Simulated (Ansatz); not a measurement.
Relaxation of BFH4S (7 atoms, charge 0, multiplicity 1), to a largest force component of 0.03 eV/Å in at most 50 steps.

Theory: Ansatz, RKS B3LYP-D4/def2-SVP.

```xyz
7
Properties=species:S:1:pos:R:3
B 0.050 0.283 -0.031
F -0.100 0.405 1.283
H 1.139 0.532 -0.486
H -0.924 0.011 -0.689
S 0.299 -2.710 0.686
H -0.999 -2.849 0.323
H 0.007 -1.701 1.581
```

**Question.** Where does it end, and by what steps?

**Answer.** It converged. The force dipped under the threshold on the way, but the program's further checks kept it going. After 22 steps the energy has fallen by 0.133 eV; H7 moved furthest, 0.79 Å.

```
step  energy less start (eV)  largest force component (eV/Å)  accepted
   0                  0.0000                           0.727       yes
   1                  0.0082                           1.108        no
   2                 -0.0397                           0.423       yes
   3                 -0.0629                           0.326       yes
   4                 -0.0683                           0.859       yes
   5                 -0.0971                           0.313       yes
   6                 -0.1108                           0.146       yes
   7                 -0.1124                           0.082       yes
   8                 -0.1108                           0.146        no
   9                 -0.1140                           0.096       yes
  10                 -0.1169                           0.030       yes
  11                 -0.1107                           0.601        no
  12                 -0.1200                           0.029       yes
  13                 -0.1219                           0.143       yes
  14                 -0.1130                           0.499        no
  15                 -0.1252                           0.055       yes
  16                 -0.1273                           0.058       yes
  17                 -0.1291                           0.157       yes
  18                 -0.1296                           0.207       yes
  19                 -0.1325                           0.051       yes
  20                 -0.1328                           0.039       yes
  21                 -0.1327                           0.054        no
  22                 -0.1329                           0.026       yes
```

```xyz
7
Properties=species:S:1:pos:R:3
B 0.004 0.162 -0.039
F -0.569 0.547 1.114
H 1.205 0.271 -0.128
H -0.713 0.045 -1.005
S 0.124 -2.340 0.349
H -1.160 -2.467 0.757
H 0.581 -2.247 1.619
```

The run took 16 s on 1 thread of AMD EPYC 9R45 96-Core Processor (Zen 5) (shared host), peak memory 0.15 GiB.
